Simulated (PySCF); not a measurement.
CH3, SMILES [CH3] (connectivity only; charge and spin as stated), charge +1, multiplicity 1. Atoms are numbered in the order given.

```xyz
4

C      0.0000     0.0000     0.0000
H      1.0918     0.0000     0.0000
H     -0.5459    -0.9455     0.0000
H     -0.5459     0.9455     0.0000
```
Charge +1, spin multiplicity 1.

The structure is a stationary point at B3LYP-D3(BJ)/def2-TZVPD. The multiplicity is an assumed one; other spin states were not compared. The isomer is the one that the SMILES or the coordinates give; other isomers of the formula were not compared.

Level of theory: PBE/pcSseg-2 run with PySCF.

GIAO shieldings, no solvent; atoms alike by connectivity are averaged. δ = σ(ref) − σ: ¹³C against TMS (σ = 181.4 ppm); ¹H against TMS (σ = 31.47 ppm), references at their B3LYP-D3(BJ)/def2-TZVP geometries, non-relativistic.

Computed chemical shifts:
```json
[
 {"nucleus": "¹³C", "atoms": "C1", "count": "1", "δ (ppm)": "435.5"},
 {"nucleus": "¹H", "atoms": "H2, H3, H4", "count": "3", "δ (ppm)": "15.99"}
]
```
